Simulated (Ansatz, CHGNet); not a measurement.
For zinc-blende AlAs, the machine-learned potential CHGNet 0.3.0 (trained on PBE and PBE+U data) gives:

```
Property                          Result
------------------------------  --------
equilibrium lattice constant a   5.734 Å
elastic constant C11            61.3 GPa
elastic constant C44            10.7 GPa
Voigt–Reuss–Hill shear modulus   5.8 GPa
```

What does HSE06 (plane waves, PAW; Ansatz, a program for electronic structure) give for the same quantities?


- lattice constant a: 5.682 Å (falls by 0.9 %)
- elastic constant C11: 117 GPa (goes up by 91 %)
- elastic constant C44: 57.0 GPa (increases by 430 %)
- Voigt–Reuss–Hill shear modulus: 44.4 GPa (grows by 670 %)

For comparison: lattice constant a 5.649 Å (measured, static lattice: zero-point anharmonic expansion removed; as tabulated in Mejia-Rodriguez and Trickey (2018), arXiv:1807.09216); elastic constant C11 120 ± 1 GPa (measured, temperature not stated, no zero-point or thermal correction; as tabulated in Krieger et al. (1995), doi:10.1063/1.114098); elastic constant C44 56.6 ± 0.7 GPa (measured, temperature not stated, no zero-point or thermal correction; as tabulated in Krieger et al. (1995), doi:10.1063/1.114098).

Changes are worked out from the printed values.

Unless a cell is named, each level is at its own relaxed cell (CHGNet 0.3.0 23.57, HSE06 22.93 Å³/atom).

Ansatz's density-functional and Hartree–Fock values are scalar-relativistic unless marked +SOC, with PAW data made under PBE.
